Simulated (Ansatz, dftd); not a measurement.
Species: C2H5, charge 0, doublet. C2H5 (SMILES [CH2]C, doublet).
B3LYP-D3(BJ)/def2-TZVP minimum from Ansatz (an electronic-structure program):
```
C
H 1 1.0926
H 1 1.0926 2 108.27
H 1 1.1011 2 106.35 3 113.94
C 1 1.4831 2 111.85 4 122.36
H 5 1.0812 1 120.96 2 154.81
H 5 1.0812 6 117.62 1 -172.29
```
Charge 0, spin multiplicity 2.

Quantity: atomisation energy (electronic, to ground-state atoms), in kcal/mol. UHF or UKS for unpaired electrons; spin-orbit terms are left out. Correlated methods leave the cores frozen. Rows without X2C or -DK are non-relativistic. CBS(X,Y): correlation extrapolated as X^-3, Hartree-Fock from the larger set (Q,5: extrapolated as (X+1)exp(-9√X)). A bracket is a step between two methods taken in the basis named. Functionals run without relativity, which enters their misses. '+ core + X2C': CCSD(T) terms for core correlation (cc-pwCVTZ) and scalar relativity (cc-pVTZ-DK). Where a partner has so few electrons that a lower coupled-cluster level is exact, that level stands in.

Compared with CCSD(T)/CBS(cc-pVQZ,cc-pV5Z) + [CCSDT(Q) - CCSD(T)]/cc-pVTZ + core + X2C (Ansatz).

Rank these levels by how close they come to it, closest first: CCSD/CBS(aug-cc-pVTZ,aug-cc-pVQZ) (Ansatz); wB97M-V/def2-TZVPD (Ansatz); r2SCAN-D3(BJ)/def2-TZVPD (Ansatz + dftd3); B3LYP-D4/def2-TZVPD (Ansatz + dftd4).

wB97M-V/def2-TZVPD (603.6 kcal/mol, difference -0.2), B3LYP-D4/def2-TZVPD (606.6 kcal/mol, difference 2.8), r2SCAN-D3(BJ)/def2-TZVPD (608.1 kcal/mol, difference 4.3), CCSD/CBS(aug-cc-pVTZ,aug-cc-pVQZ) (596.7 kcal/mol, difference -7.1)
